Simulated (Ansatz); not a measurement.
Ideal-gas functions of SSi (`[Si-]#[S+]`) at 298.15 K and 1 bar, from an Ansatz frequency run at PBE0-D4/def2-TZVP.

Molar mass 60.15 g/mol, point group C∞v (symmetry number 1), electronic degeneracy 1, moments of inertia 55.765 u Å². Harmonic wavenumbers (cm⁻¹, unscaled): 766.

Use S(trans) = R[1.5 ln M + 2.5 ln T − 1.1517]; rotational temperatures θ = 24.2544 K / I; S(rot) = R[ln(T/σθ) + 1]; for each mode x = 1.438777 ν̃/T, S = R[x/(eˣ − 1) − ln(1 − e⁻ˣ)] and H = RT x/(eˣ − 1); 1 cm⁻¹ = 0.0119627 kJ/mol; R = 8.31446 J/(mol·K).

Problem. By hand: the entropy, in J/(mol·K).

Solution. Translation 159.9. Rotation: θ = 0.4349 K, giving 62.6. Vibration, mode by mode: 0.99, in all 1.0. Electronic 0.0. Sum 223.5 J/(mol·K).

Problem. By hand: H − E and G − E in kJ/mol, counted from the electronic energy.

Solution. Zero-point energy ½ × 766 × 0.0119627 = 4.6; thermal vibration 0.2; translation, rotation and pV give 3.5 RT = 8.7. H − E = 13.5 kJ/mol, and G − E = 13.5 − 298.15 × 223.5/1000 = -53.1 kJ/mol.

Vibration gives 0 % of the entropy; all modes have x over 3 and are hardly excited.
